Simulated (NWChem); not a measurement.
# fluorine (F₂) in NWChem

```xyz
2

F      0.0000     0.0000     0.6882
F      0.0000     0.0000    -0.6882
```
Charge 0, spin multiplicity 1.

All runs are NWChem calculations. Structure: optimised with PBE0/def2-SVP, a minimum by its harmonic frequencies.

Symmetry labels belong to the abelian group D2h used in the runs, with the axes of the coordinates shown; states degenerate in a higher group split over its labels.

B3LYP has NWChem's definition, with VWN1-RPA local correlation.

Problem. List the lowest 6 singlet excitations that TD-B3LYP/def2-SVPD, VWN1-RPA local correlation gives, with oscillator strengths.

Solution. 
| state | symmetry | energy (eV) | wavelength (nm) | f |
|---|---|---|---|---|
| 1 | b2u | 4.84 | 256 | 0.000 |
| 2 | b3u | 4.84 | 256 | 0.000 |
| 3 | b2g | 8.67 | 143 | 0.000 |
| 4 | b3g | 8.67 | 143 | 0.000 |
| 5 | b3g | 12.64 | 98 | 0.000 |
| 6 | b2g | 12.64 | 98 | 0.000 |
